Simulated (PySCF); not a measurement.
CN, SMILES `[C]#N` (charge 0, multiplicity 2)

These are PBE-D3(BJ)/def2-TZVP in PySCF values and carry that method's errors.

| Item | Value |
|---|---|
| highest occupied spin orbital | -9.35 eV |
| dipole moment | 1.13 D |
| total energy | -92.6431 Ha |
| cost | around 13 core-seconds (rough) |

```xyz
2

C      0.5872     0.0000     0.0000
N     -0.5872     0.0000     0.0000
```
Charge 0, spin multiplicity 2.
